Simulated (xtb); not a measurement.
All values below come from xtb with GFN2-xTB.

```
xtb start.xyz --ohess tight --gfn 2 --chrg 0 --uhf 0 --iterations 400

# start.xyz
5

C     -0.000000     0.000000     0.000000
H      0.916271    -0.584224    -0.109681
H      0.164668     1.010356    -0.380743
H     -0.276225     0.049234     1.055545
H     -0.804714    -0.475366    -0.565121
```

Output:

```
[...]
   gradient norm :     0.0010760 Eh/α   predicted    -0.5382632E-05 (  48.13%)
.............................. CYCLE    4 ..............................
 * total energy  :    -4.1752185 Eh     change       -0.1584098E-05 Eh
   gradient norm :     0.0000050 Eh/α   predicted    -0.1061878E-05 ( -32.97%)
.............................. CYCLE    5 ..............................
 * total energy  :    -4.1752185 Eh     change       -0.3377743E-10 Eh
   gradient norm :     0.0000000 Eh/α   predicted    -0.2245822E-10 ( -33.51%)
   *** GEOMETRY OPTIMIZATION CONVERGED AFTER 5 ITERATIONS ***
  Final Singlepoint                |
           -------------------------------------------------

          ...................................................
          :                      SETUP                      :
          :.................................................:
          :  # basis functions                   8          :
          :  # atomic orbitals                   8          :
          :  # shells                            6          :
          :  # electrons                         8          :
          :  max. iterations                   400          :
          :  Hamiltonian                  GFN2-xTB          :
          :  restarted?                      false          :
          :  GBSA solvation                  false          :
          :  PC potential                    false          :
          :  electronic temp.          300.0000000     K    :
          :  accuracy                    1.0000000          :
          :  -> integral cutoff          0.2500000E+02      :
          :  -> integral neglect         0.1000000E-07      :
          :  -> SCF convergence          0.1000000E-05 Eh   :
          :  -> wf. convergence          0.1000000E-03 e    :
          :  Broyden damping             0.4000000          :
          :  net charge                          0          :
          :  unpaired electrons                  0          :
          ...................................................

 iter      E             dE          RMSdq      gap      omega  full diag
   1     -4.2474647 -0.424746E+01  0.153E-06   17.35       0.0  T
   2     -4.2474647  0.177636E-14  0.919E-07   17.35   48638.7  T
   3     -4.2474647 -0.177636E-14  0.661E-09   17.35  100000.0  T

   *** convergence criteria satisfied after 3 iterations ***

         #    Occupation            Energy/Eh            Energy/eV
      -------------------------------------------------------------
         1        2.0000           -0.5818353             -15.8325
         2        2.0000           -0.4674577             -12.7202
         3        2.0000           -0.4674577             -12.7202
         4        2.0000           -0.4674577             -12.7202 (HOMO)
         5                          0.1702560               4.6329 (LUMO)
         6                          0.2292496               6.2382
         7                          0.2292496               6.2382
         8                          0.2292496               6.2382
      -------------------------------------------------------------
                  HL-Gap            0.6377137 Eh           17.3531 eV
             Fermi-level           -0.1486008 Eh           -4.0436 eV


         :::::::::::::::::::::::::::::::::::::::::::::::::::::
         ::                     SUMMARY                     ::
         :::::::::::::::::::::::::::::::::::::::::::::::::::::
         :: total energy              -4.175218520036 Eh    ::
         :: gradient norm              0.000000013385 Eh/a0 ::
         :: HOMO-LUMO gap             17.353074006590 eV    ::
         ::.................................................::
         :: SCC energy                -4.247464650744 Eh    ::
         :: -> isotropic ES            0.002035544634 Eh    ::
         :: -> anisotropic ES          0.002321630050 Eh    ::
         :: -> anisotropic XC          0.003585211725 Eh    ::
         :: -> dispersion             -0.000661012125 Eh    ::
         :: repulsion energy           0.072246130708 Eh    ::
         :: add. restraining           0.000000000000 Eh    ::
         :: total charge               0.000000000000 e     ::
         :::::::::::::::::::::::::::::::::::::::::::::::::::::

           -------------------------------------------------
          |                Numerical Hessian                |
           -------------------------------------------------
step length          :   0.00500
SCC accuracy         :   0.30000
Hessian scale factor :   1.00000
frozen atoms in %    :   0.00000    0
RMS gradient         :   0.00000
estimated CPU  time      0.00 min
estimated wall time      0.00 min

writing file <hessian>.

 projected vibrational frequencies (cm⁻¹)
eigval :       -0.00    -0.00    -0.00     0.00     0.00     0.00
eigval :     1385.79  1385.82  1385.84  1557.27  1557.29  3090.16
eigval :     3103.89  3103.97  3104.01
           -------------------------------------------------
          |                Property Printout                |
           -------------------------------------------------

    * Orbital Energies and Occupations

         #    Occupation            Energy/Eh            Energy/eV
      -------------------------------------------------------------
         1        2.0000           -0.5818353             -15.8325
         2        2.0000           -0.4674577             -12.7202
         3        2.0000           -0.4674577             -12.7202
         4        2.0000           -0.4674577             -12.7202 (HOMO)
         5                          0.1702560               4.6329 (LUMO)
         6                          0.2292496               6.2382
         7                          0.2292496               6.2382
         8                          0.2292496               6.2382
      -------------------------------------------------------------
                  HL-Gap            0.6377137 Eh           17.3531 eV
             Fermi-level           -0.1486008 Eh           -4.0436 eV

     #   Z          covCN         q      C6AA      α(0)
     1   6 C        3.702    -0.156    23.687     6.959
     2   1 H        0.925     0.039     2.463     2.454
     3   1 H        0.925     0.039     2.463     2.454
     4   1 H        0.925     0.039     2.463     2.454
     5   1 H        0.925     0.039     2.463     2.454

 Mol. C6AA /au·bohr⁶  :        123.835197
 Mol. C8AA /au·bohr⁸  :       2297.145660
 Mol. α(0) /au        :         16.776652

Wiberg/Mayer (AO) data.
largest (>0.10) Wiberg bond orders for each atom

 ---------------------------------------------------------------------------
     #   Z sym  total        # sym  WBO       # sym  WBO       # sym  WBO
 ---------------------------------------------------------------------------
     1   6 C    3.994 --     2 H    0.998     3 H    0.998     4 H    0.998
                             5 H    0.998
     2   1 H    0.998 --     1 C    0.998
     3   1 H    0.998 --     1 C    0.998
     4   1 H    0.998 --     1 C    0.998
     5   1 H    0.998 --     1 C    0.998
 ---------------------------------------------------------------------------

Topologies differ in total number of bonds
Writing topology from bond orders to xtbtopo.mol

molecular dipole:
                 x           y           z       tot (Debye)
 q only:       -0.000      -0.000       0.000
   full:       -0.000      -0.000       0.000       0.000
molecular quadrupole (traceless):
                xx          xy          yy          xz          yz          zz
Molecule has the following symmetry elements: 4*(C3) 3*(C2) 3*(S4) 6*(sigma)
It seems to be the Td point group
 q only:       -0.000      -0.000       0.000      -0.000      -0.000      -0.000
  q+dip:       -0.000      -0.000       0.000      -0.000      -0.000      -0.000
   full:       -0.000      -0.000       0.000      -0.000      -0.000      -0.000

           -------------------------------------------------
          |                Geometry Summary                 |
           -------------------------------------------------

      molecular mass/u    :       16.0424989
   center of mass at/Å    :        0.0000000       0.0000000      -0.0000000
  moments of inertia/u·Å² :        0.3147681E+01   0.3147681E+01   0.3147681E+01
rotational constants/cm⁻¹ :        0.5355572E+01   0.5355572E+01   0.5355572E+01

 * 4 selected distances

     #   Z          #   Z                                           value/Å
     1   6 C        2   1 H                                       1.0821650 (max)
     1   6 C        3   1 H                                       1.0821650
     1   6 C        4   1 H                                       1.0821650
     1   6 C        5   1 H                                       1.0821650 (min)

 * 1 distinct bonds (by element types)

   Z      Z             #   av. dist./Å        max./Å        min./Å
   1 H    6 C           4     1.0821650     1.0821650     1.0821650

           -------------------------------------------------
          |               Frequency Printout                |
           -------------------------------------------------
 projected vibrational frequencies (cm⁻¹)
eigval :       -0.00    -0.00    -0.00     0.00     0.00     0.00
eigval :     1385.79  1385.82  1385.84  1557.27  1557.29  3090.16
eigval :     3103.89  3103.97  3104.01
 reduced masses (amu)
   1:  5.11   2:  6.83   3:  8.78   4:  7.14   5:  1.80   6:  1.10   7:  2.85   8:  2.85
   9:  2.85  10:  1.01  11:  1.01  12:  1.01  13:  1.93  14:  1.93  15:  1.93
 IR intensities (km·mol⁻¹)
   1:  0.00   2:  0.00   3:  0.00   4:  0.00   5:  0.00   6:  0.00   7: 14.76   8: 14.83
   9: 14.86  10:  0.00  11:  0.00  12:  0.00  13: 29.48  14: 29.39  15: 29.35
 Raman intensities (Ä⁴*amu⁻¹)
   1:  0.00   2:  0.00   3:  0.00   4:  0.00   5:  0.00   6:  0.00   7:  0.00   8:  0.00
   9:  0.00  10:  0.00  11:  0.00  12:  0.00  13:  0.00  14:  0.00  15:  0.00
 output can be read by thermo (or use thermo option).
 writing <g98.out> molden fake output.
 recommended (thermochemical) frequency scaling factor: 1.0
           -------------------------------------------------
          |             Thermodynamic Functions             |
           -------------------------------------------------

td  symmetry found (for desy threshold:  0.10E+00) used in thermo

          ...................................................
          :                      SETUP                      :
          :.................................................:
          :  # frequencies                           9      :
          :  # imaginary freq.                       0      :
          :  linear?                             false      :
          :  only rotor calc.                    false      :
          :  symmetry                               td      :
          :  rotational number                      12      :
          :  scaling factor                  1.0000000      :
          :  rotor cutoff                   50.0000000 cm⁻¹ :
          :  imag. cutoff                  -20.0000000 cm⁻¹ :
          :.................................................:

    mode    ω/cm⁻¹     T·S(HO)/kcal·mol⁻¹    T·S(FR)/kcal·mol⁻¹   T·S(vib)
   ------------------------------------------------------------------------
   ------------------------------------------------------------------------

   temp. (K)  partition function   enthalpy   heat capacity  entropy
                                   cal/mol     cal/K/mol   cal/K/mol   J/K/mol
 298.15  VIB   1.00                   19.701      0.456      0.076
         ROT   35.6                  888.752      2.981     10.077
         INT   35.7                  908.453      3.437     10.153
         TR   0.622E+26             1481.254      4.968     34.248
         TOT                        2389.7069     8.4052    44.4008   185.7730

       T/K    H(0)-H(T)+PV         H(T)/Eh          T*S/Eh         G(T)/Eh
   ------------------------------------------------------------------------
    298.15    0.380824E-02    0.486290E-01    0.210963E-01    0.275327E-01
   ------------------------------------------------------------------------

         :::::::::::::::::::::::::::::::::::::::::::::::::::::
         ::                  THERMODYNAMIC                  ::
         :::::::::::::::::::::::::::::::::::::::::::::::::::::
         :: total free energy          -4.147685795685 Eh   ::
         ::.................................................::
         :: total energy               -4.175218520036 Eh   ::
         :: zero point energy           0.044820746821 Eh   ::
         :: G(RRHO) w/o ZPVE           -0.017288022470 Eh   ::
         :: G(RRHO) contrib.            0.027532724351 Eh   ::
         :::::::::::::::::::::::::::::::::::::::::::::::::::::

optimized geometry written to: xtbopt.xyz

           -------------------------------------------------
          | TOTAL ENERGY               -4.175218520036 Eh   |
          | TOTAL ENTHALPY             -4.126589532894 Eh   |
          | TOTAL FREE ENERGY          -4.147685795685 Eh   |
          | GRADIENT NORM               0.000000013355 Eh/α |
          | HOMO-LUMO GAP              17.353074006731 eV   |
           -------------------------------------------------

------------------------------------------------------------------------
```

Cost: roughly 0.09 core-seconds.
